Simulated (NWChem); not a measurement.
## Correlation energy of Li$_{2}$

```
Li
Li 1 2.7871
```
Charge 0, spin multiplicity 1.

Everything below was run with NWChem. All single points use one geometry, from PBE0/def2-SVP, a minimum by its harmonic frequencies.

Basis set: 6-31G*. Each correlation energy counts from its own Hartree-Fock reference.

The correlated methods freeze no orbitals. The Pople sets run with spherical d functions. The structure started from a generated list of species. No row is a measurement; the coupled-cluster row has its own basis-set and correlation limits.

Question: One of these methods gave a correlation energy of -19.5 mHa. Which?
A) SCS-MP2
B) CCSD
C) MP2

Answer: C, MP2. The others give -23.3 (SCS-MP2), -30.5 (CCSD).
